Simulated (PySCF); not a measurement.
C3H4F2O.
Atom-mapped SMILES: `[F:1][CH2:2][C@@H:3]1[O:4][C@@H:5]1[F:6]` (hydrogens: H7, H8 on C2; H9 on C3; H10 on C5)

The same species was optimised twice, with GFN2-xTB and with PBE0-D3(BJ)/def2-SVP (PySCF), and the same property calculations (PySCF, gas phase) were run on both structures.

```tsv
coordinate	GFN2-xTB	PBE0-D3(BJ)/def2-SVP	change
C3–O4 (Å)	1.408	1.430	+0.022
C2–C3 (Å)	1.514	1.503	-0.011
C3–C5 (Å)	1.465	1.458	-0.007
C5–F6 (Å)	1.352	1.345	-0.007
O4–C5 (Å)	1.368	1.373	+0.005
F1–C2 (Å)	1.369	1.369	0.000
C2–C3–O4 (°)	117.2	115.5	-1.7
C3–C5–O4 (°)	59.5	60.6	+1.1
C3–O4–C5 (°)	63.7	62.6	-1.1
C3–C5–F6 (°)	118.5	119.2	+0.7
O4–C5–F6 (°)	116.1	115.6	-0.5
C2–C3–C5 (°)	121.3	121.1	-0.2
F1–C2–C3 (°)	109.0	108.8	-0.2
O4–C3–C5 (°)	56.8	56.8	0.0
F1–C2–C3–O4 (°)	178	174	-4
```

Rotational constants: A = 6924, B = 2436, C = 2047 MHz (GFN2-xTB) against A = 6823, B = 2487, C = 2078 MHz (PBE0-D3(BJ)/def2-SVP). Point groups within 0.08 Å: C1 and C1.

On the GFN2-xTB structure: isotropic polarisability (au) 40.3 [PBE0/def2-SVPD]; HOMO (eV) -8.92 [PBE0/def2-SVPD]; LUMO (eV) 0.79 [PBE0/def2-SVPD]; dipole (D) 1.15 [PBE0/def2-SVPD]; HOMO (eV) -8.77 [PBE0/pcSseg-1]; LUMO (eV) 1.64 [PBE0/pcSseg-1]; dipole (D) 1.12 [PBE0/pcSseg-1]; GIAO shielding of F1 (ppm) 439.6 [PBE0/pcSseg-1]; GIAO shielding of C2 (ppm) 106.1 [PBE0/pcSseg-1]; GIAO shielding of C3 (ppm) 134.9 [PBE0/pcSseg-1]; GIAO shielding of O4 (ppm) 273.4 [PBE0/pcSseg-1]; GIAO shielding of C5 (ppm) 98.1 [PBE0/pcSseg-1]; GIAO shielding of F6 (ppm) 358.9 [PBE0/pcSseg-1].

**Question.** What do these properties become on the PBE0-D3(BJ)/def2-SVP structure?

**Answer.** 
```json
{"property": "isotropic polarisability (au)", "level": "PBE0/def2-SVPD", "on GFN2-xTB": "40.3", "on PBE0-D3(BJ)/def2-SVP": "40.6", "change": "+0.3"}
{"property": "HOMO (eV)", "level": "PBE0/def2-SVPD", "on GFN2-xTB": "-8.92", "on PBE0-D3(BJ)/def2-SVP": "-8.94", "change": "-0.02"}
{"property": "LUMO (eV)", "level": "PBE0/def2-SVPD", "on GFN2-xTB": "0.79", "on PBE0-D3(BJ)/def2-SVP": "0.73", "change": "-0.06"}
{"property": "dipole (D)", "level": "PBE0/def2-SVPD", "on GFN2-xTB": "1.15", "on PBE0-D3(BJ)/def2-SVP": "1.22", "change": "+0.07"}
{"property": "energy, GFN2-xTB geometry as zero (kcal/mol)", "level": "PBE0/def2-SVPD", "on GFN2-xTB": "0.0", "on PBE0-D3(BJ)/def2-SVP": "-0.6", "change": "-0.6"}
{"property": "HOMO (eV)", "level": "PBE0/pcSseg-1", "on GFN2-xTB": "-8.77", "on PBE0-D3(BJ)/def2-SVP": "-8.79", "change": "-0.02"}
{"property": "LUMO (eV)", "level": "PBE0/pcSseg-1", "on GFN2-xTB": "1.64", "on PBE0-D3(BJ)/def2-SVP": "1.52", "change": "-0.12"}
{"property": "dipole (D)", "level": "PBE0/pcSseg-1", "on GFN2-xTB": "1.12", "on PBE0-D3(BJ)/def2-SVP": "1.19", "change": "+0.07"}
{"property": "energy, GFN2-xTB geometry as zero (kcal/mol)", "level": "PBE0/pcSseg-1", "on GFN2-xTB": "0.0", "on PBE0-D3(BJ)/def2-SVP": "-0.6", "change": "-0.6"}
{"property": "GIAO shielding of F1 (ppm)", "level": "PBE0/pcSseg-1", "on GFN2-xTB": "439.6", "on PBE0-D3(BJ)/def2-SVP": "438.0", "change": "-1.6"}
{"property": "GIAO shielding of C2 (ppm)", "level": "PBE0/pcSseg-1", "on GFN2-xTB": "106.1", "on PBE0-D3(BJ)/def2-SVP": "105.6", "change": "-0.5"}
{"property": "GIAO shielding of C3 (ppm)", "level": "PBE0/pcSseg-1", "on GFN2-xTB": "134.9", "on PBE0-D3(BJ)/def2-SVP": "133.1", "change": "-1.8"}
{"property": "GIAO shielding of O4 (ppm)", "level": "PBE0/pcSseg-1", "on GFN2-xTB": "273.4", "on PBE0-D3(BJ)/def2-SVP": "269.2", "change": "-4.2"}
{"property": "GIAO shielding of C5 (ppm)", "level": "PBE0/pcSseg-1", "on GFN2-xTB": "98.1", "on PBE0-D3(BJ)/def2-SVP": "95.7", "change": "-2.4"}
{"property": "GIAO shielding of F6 (ppm)", "level": "PBE0/pcSseg-1", "on GFN2-xTB": "358.9", "on PBE0-D3(BJ)/def2-SVP": "359.0", "change": "+0.1"}
```

The heavy atoms differ by 0.034 Å rms after alignment. Among bonds between heavy atoms C3–O4 changes most (+0.022 Å). Changes are differences of the printed values. Neither structure is proved a minimum here.

Shape of the structure used: `[F:1][CH2:2][C@@H:3]1[O:4][C@@H:5]1[F:6]`: F1–C2–C3–O4 174°.
